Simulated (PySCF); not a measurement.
N2, SMILES N#N, singlet (B3LYP/def2-SVP optimised geometry):

```
2

N     -0.550     0.000     0.000
N      0.550     0.000     0.000
```

Method: PySCF with B3LYP/def2-TZVP.

Question: What are the frontier orbital energies and the dipole moment?

Answer: HOMO-2 -12.84 eV, HOMO-1 -12.84 eV, HOMO -11.92 eV, LUMO -0.94 eV, LUMO+1 -0.94 eV; dipole moment 0.00 D.

On the same geometry PBE/def2-TZVP (PySCF) gives HOMO-2 -11.57 eV, HOMO-1 -11.57 eV, HOMO -10.20 eV, LUMO -1.90 eV, LUMO+1 -1.90 eV; dipole moment 0.00 D.

Meta-Löwdin charges at B3LYP/def2-TZVP: N1 0.00, N2 0.00.
